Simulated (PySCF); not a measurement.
Ionisation energies (eV) were calculated with PySCF 2.14 by PBE0, UHF, LDA, in another order, as differences of total energies without spin-orbit coupling. The measured values are between term centres (NIST).

```tsv
species	measured	A	B	C
Be (aug-cc-pCVQZ, non-relativistic)	9.323	9.026	8.971	8.043
C (aug-cc-pwCVQZ, non-relativistic)	11.262	11.692	11.514	10.799
F (aug-cc-pwCVQZ, non-relativistic)	17.427	17.960	17.447	15.653
Al (aug-cc-pCVQZ-DK, spin-free X2C)	5.977	6.026	6.089	5.600
Si⁺ (aug-cc-pwCVQZ, non-relativistic)	16.322	16.371	16.437	15.847
Cl⁺ (aug-cc-pwCVQZ, non-relativistic)	23.771	23.982	23.842	22.595
Zn (aug-cc-pwCVQZ-PP with ECP10MDF, ECP)	9.394	9.903	9.244	7.780
Ir (aug-cc-pwCVQZ-PP with ECP60MDF, ECP)	8.926	9.348	8.636	7.028
```

Which column is which method?

A is LDA (mean error 0.24 eV); B is PBE0 (mean error -0.03 eV); C is UHF (mean error -1.13 eV). LDA overbinds the outer electron and comes out highest. PBE0, with a quarter of exact exchange, lies close to experiment on average. Hartree-Fock lacks the correlation of the electron removed and comes out lowest.
